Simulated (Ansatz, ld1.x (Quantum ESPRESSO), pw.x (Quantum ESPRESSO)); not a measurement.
**From atom to crystal: TM potential for Os**

* Element: Os (Z = 76)
* Generator: ld1.x (Quantum ESPRESSO) 7.5
* Type: norm-conserving Troullier–Martins (Kleinman–Bylander form)
* Functional: PBEsol
* Relativity: scalar-relativistic
* Frozen core: [Xe] 4f14
* Valence charge: 8
* Reference configuration: 5d6 6s1 6p1
* Partial waves: 6s (bound): rc 2.70 bohr; 6p (bound): rc 3.35 bohr; 5d (bound): rc 1.30 bohr
* Local potential: all-electron potential smoothed inside 3.35 bohr (lloc = -1)
* Core correction: none

Atomic tests: cutoffs needed: 35 Ry and 60 Ry (the cutoffs (Ry, on a coarse ladder) from which the occupation-weighted sum of valence levels, in a spherical-Bessel basis at the reference potential, stays within 10 and 1 mRy of its value at 400 Ry); ghost test: no extra level below or beside the all-electron valence levels (s, p, d, f tested) (spherical-Bessel basis up to 400 Ry, 20 bohr box); largest excitation error: -87 meV (all-electron minus pseudo) for 5d7 6s0 6p0, out of 7 test configurations.

Crystal test: sc Os in pw.x 7.5, no spin, 13³ k-points, Fermi–Dirac smearing 0.01 Ry, cutoffs 75/300 Ry. The lattice is a test structure that the element need not adopt, and mesh and smearing are coarse.

pw.x input:

```
&control
  calculation='scf', prefix='x', pseudo_dir='./', outdir='./tmp', tstress=.true., disk_io='none'
/
&system
  ibrav=0, nat=1, ntyp=1, ecutwfc=75, ecutrho=300, nbnd=11,
  occupations='smearing', smearing='fd', degauss=0.01
/
&electrons
  conv_thr=1e-09, mixing_beta=0.4, electron_maxstep=70
/
ATOMIC_SPECIES
Os 1.0 Os.UPF
CELL_PARAMETERS angstrom
  2.53149490 0.00000000 0.00000000
  0.00000000 2.53149490 0.00000000
  0.00000000 0.00000000 2.53149490
ATOMIC_POSITIONS crystal
Os 0.0000 0.0000 0.0000
K_POINTS automatic
13 13 13 0 0 0
```

```bash
pw.x < Os.scf.in > Os.scf.out
```

**Question.** How does the run end?

**Answer.** It converges; the pressure is 22.72 GPa against -0.01 GPa from all-electron LAPW. The largest radius (3.35 bohr) exceeds half the bond length (2.39 bohr), so the spheres overlap, which is one possible source of error among others. This is a poor potential for the solid. The log shows:

```
     number of electrons       =         8.00
     number of Kohn-Sham states=           11
     kinetic-energy cutoff     =      75.0000  Ry
     charge density cutoff     =     300.0000  Ry
     scf convergence threshold =      1.0E-09
     Exchange-correlation= PBESOL
     number of k points=    84  Fermi-Dirac smearing, width (Ry)=  0.0100
     iteration #  1     ecut=    75.00 Ry     beta= 0.40
     total energy              =     -30.50721341 Ry
     estimated scf accuracy    <       0.01942632 Ry
     iteration #  2     ecut=    75.00 Ry     beta= 0.40
     total energy              =     -30.50723784 Ry
     estimated scf accuracy    <       0.00314145 Ry
     iteration #  3     ecut=    75.00 Ry     beta= 0.40
     total energy              =     -30.50741247 Ry
     estimated scf accuracy    <       0.00025111 Ry
     iteration #  4     ecut=    75.00 Ry     beta= 0.40
     total energy              =     -30.50742003 Ry
     estimated scf accuracy    <       0.00000045 Ry
     iteration #  5     ecut=    75.00 Ry     beta= 0.40
     total energy              =     -30.50742007 Ry
     estimated scf accuracy    <       0.00000038 Ry
     iteration #  6     ecut=    75.00 Ry     beta= 0.40
     total energy              =     -30.50742011 Ry
     estimated scf accuracy    <          1.9E-09 Ry
     iteration #  7     ecut=    75.00 Ry     beta= 0.40
     the Fermi energy is    16.1117 ev
!    total energy              =     -30.50742011 Ry
     estimated scf accuracy    <          1.1E-10 Ry
     smearing contrib. (-TS)   =      -0.00597749 Ry
     The total energy is F=E-TS. E is the sum of the following terms:
     one-electron contribution =      11.96304406 Ry
     hartree contribution      =       1.78876376 Ry
     xc contribution           =      -6.29476091 Ry
     ewald contribution        =     -37.95848953 Ry
     convergence has been achieved in   7 iterations
          total   stress  (Ry/bohr**3)                   (kbar)     P=      227.16
     Message from routine punch:
     Nothing written, as per user request (disk_io='none')
```
